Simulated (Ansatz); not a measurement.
Nb (model structure, started from the simple cubic type, Pm-3m, No. 221, 1 atom in the cell)

These are r²SCAN (plane waves, PAW; Ansatz, a quantum-chemistry and plane-wave program) values and carry that method's errors.

Run with plane-wave cutoff 500 eV, 26×26×26 k mesh, Fermi–Dirac smearing 0.1 eV, no spin polarisation, scalar-relativistic PAW data made under PBE.

Cell (relaxed at this level):

Nb is taken in the cubic space group Pm-3m (No. 221), the simple cubic structure, Pearson symbol cP1. Conventional cell: a = 2.710 Å, b = 2.710 Å, c = 2.710 Å, α = 90.00°, β = 90.00°, γ = 90.00°. Nb on 1a is surrounded by 6 Nb at 2.710 Å (octahedral). (Neighbours: up to the widest gap in distance over summed covalent radii, below 1.35, at either atom.)

```json
{
 "band_gap": "zero (no gap)"
}
```

Note: the relaxation could raise the start's symmetry but not lower it, so the cell can be a saddle point.

Spin–orbit coupling is not included.

Static lattice: no zero-point or thermal effects.

A model structure was made by putting elements into a prototype or built by hand; it is no filed structure, need not be a known phase, and can be a saddle point held by its symmetry.
